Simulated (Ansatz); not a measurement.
**C8H18: up Jacob's ladder to CCSD(T)**

An exercise on one series of results from a longer session: the logs are not shown, and one member is left open.

The runs use Ansatz 0.2.0, Gaussian basis; functionals in def2-TZVPP, the program's frozen cores in correlated methods.

Plan: PBE-D4, r2SCAN-D4, PBE0-D4, B3LYP-D4, ωB97X-V, ωB97M-V, B2PLYP; CCSD(T)/def2-TZVPP; MP2/def2-QZVPP; extrapolation to the limit.

## Structure used throughout

An earlier PBE0-D4 in a triple-zeta def2 set relaxation fixed the geometry.

SMILES `CCCCCCCC`, 26 atoms, charge 0, spin multiplicity 1.

Atoms are counted from 1 here; the program's logs count them from 0.

Bond lengths: C1–C2 1.520 Å, C1–H9 1.094 Å, C1–H10 1.092 Å, C1–H11 1.092 Å, C2–C3 1.523 Å, C2–H12 1.095 Å, C2–H13 1.097 Å, C3–C4 1.522 Å, C3–H14 1.096 Å, C3–H15 1.097 Å, C4–C5 1.523 Å, C4–H16 1.096 Å, C4–H17 1.097 Å, C5–C6 1.522 Å, C5–H18 1.096 Å, C5–H19 1.097 Å, C6–C7 1.523 Å, C6–H20 1.097 Å and more. Angles: C2–C1–H9 110.9°, C2–C1–H10 111.8°, C2–C1–H11 111.3°, H9–C1–H10 107.6°, H9–C1–H11 107.7°, H10–C1–H11 107.4°, C1–C2–C3 114.0°, C1–C2–H12 109.1°, C1–C2–H13 109.5°, C3–C2–H12 108.8°, C3–C2–H13 109.1°, H12–C2–H13 106.0°, C2–C3–C4 114.1°, C2–C3–H14 108.9°, C2–C3–H15 109.0°, C4–C3–H14 109.9°, C4–C3–H15 108.6°, H14–C3–H15 106.1° and more.

As a file:

```xyz
26
charge 0, multiplicity 1
C    -2.72861    2.44864   -0.30734
C    -1.40209    2.66122    0.40465
C    -0.55658    1.40004    0.52821
C    -0.08475    0.83626   -0.80460
C     0.89049   -0.32634   -0.67530
C     0.28827   -1.57293   -0.04274
C     1.21323   -2.78334   -0.05301
C     2.46721   -2.60980    0.78901
H    -3.31918    1.67289    0.18952
H    -2.58752    2.14072   -1.34586
H    -3.32465    3.36418   -0.31602
H    -1.59359    3.05788    1.40725
H    -0.82419    3.43122   -0.12049
H    -1.12993    0.64092    1.07264
H     0.32264    1.61835    1.14656
H    -0.94643    0.51266   -1.39962
H     0.39365    1.64170   -1.37502
H     1.76090    0.00323   -0.09647
H     1.26855   -0.58767   -1.67115
H    -0.63592   -1.82461   -0.57708
H    -0.00678   -1.36129    0.99144
H     0.65792   -3.65552    0.30773
H     1.49584   -3.01092   -1.08785
H     3.06567   -3.52370    0.80137
H     2.21200   -2.36631    1.82484
H     3.10386   -1.80746    0.40934
```

The first run:

File in.yaml:

```yaml
crystal:
  periodic: [false, false, false]
  atoms:
    - {symbol: C, position_ang: [-2.728608, 2.448640, -0.307336]}
    - {symbol: C, position_ang: [-1.402089, 2.661224, 0.404654]}
    - {symbol: C, position_ang: [-0.556575, 1.400045, 0.528207]}
    - {symbol: C, position_ang: [-0.084753, 0.836261, -0.804597]}
    - {symbol: C, position_ang: [0.890487, -0.326344, -0.675298]}
    - {symbol: C, position_ang: [0.288267, -1.572927, -0.042745]}
    - {symbol: C, position_ang: [1.213232, -2.783338, -0.053009]}
    - {symbol: C, position_ang: [2.467211, -2.609797, 0.789009]}
    - {symbol: H, position_ang: [-3.319183, 1.672892, 0.189522]}
    - {symbol: H, position_ang: [-2.587523, 2.140719, -1.345856]}
    - {symbol: H, position_ang: [-3.324652, 3.364177, -0.316021]}
    - {symbol: H, position_ang: [-1.593588, 3.057877, 1.407254]}
    - {symbol: H, position_ang: [-0.824194, 3.431219, -0.120489]}
    - {symbol: H, position_ang: [-1.129933, 0.640925, 1.072642]}
    - {symbol: H, position_ang: [0.322644, 1.618348, 1.146559]}
    - {symbol: H, position_ang: [-0.946429, 0.512660, -1.399624]}
    - {symbol: H, position_ang: [0.393651, 1.641701, -1.375020]}
    - {symbol: H, position_ang: [1.760896, 0.003228, -0.096470]}
    - {symbol: H, position_ang: [1.268552, -0.587671, -1.671155]}
    - {symbol: H, position_ang: [-0.635920, -1.824610, -0.577077]}
    - {symbol: H, position_ang: [-0.006779, -1.361293, 0.991444]}
    - {symbol: H, position_ang: [0.657920, -3.655522, 0.307727]}
    - {symbol: H, position_ang: [1.495842, -3.010920, -1.087850]}
    - {symbol: H, position_ang: [3.065672, -3.523703, 0.801366]}
    - {symbol: H, position_ang: [2.211996, -2.366314, 1.824843]}
    - {symbol: H, position_ang: [3.103858, -1.807456, 0.409342]}
basis:
  gaussian: {orbitals: def2-TZVPP}
hamiltonian: {xc: pbe, dispersion: d4}
output: {forces: true, orbitals: {seedname: orbitals}}
```

The run is started by

```bash
$ ansatz run in.yaml --threads 4 --pin off --events-out ev --progress --plain --max-ram 41984MiB --backend cuda --devices 0, --max-vram 37GiB
```

Among the steps run: PBE-D4 (GGA); r2SCAN-D4 (meta-GGA); PBE0-D4 (hybrid); B3LYP-D4 (hybrid); ωB97X-V (range-separated); ωB97M-V (range-separated); B2PLYP (double hybrid); CCSD(T) in def2-TZVPP; MP2 in def2-QZVPP.

One table of the session follows, with a row left open; its other results are not shown here.

| method | atomisation energy (eV) |
| --- | --- |
| PBE-D4 | 109.162 |
| r2SCAN-D4 | 107.620 |
| PBE0-D4 | 108.207 |
| B3LYP-D4 | 107.522 |
| ωB97X-V | 107.571 |
| ωB97M-V | 107.696 |
| B2PLYP | ? |
| HF/def2-TZVPP | 81.961 |
| MP2/def2-TZVPP | 106.090 |
| CCSD/def2-TZVPP | 104.147 |
| CCSD(T)/def2-TZVPP | 105.306 |
| MP2/CBS | 108.208 |
| CCSD(T)/CBS | 107.424 |

Estimate the missing values for B2PLYP.

The run gave: atomisation energy (eV): 106.428. In the column «atomisation energy (eV)» it lies between MP2/def2-TZVPP (106.090) and CCSD(T)/CBS (107.424).

Caveats from the session: Free atoms (8 C, 18 H) were run apart at each level; the atomisation energy is their sum less the molecule, without zero-point or spin-orbit terms.
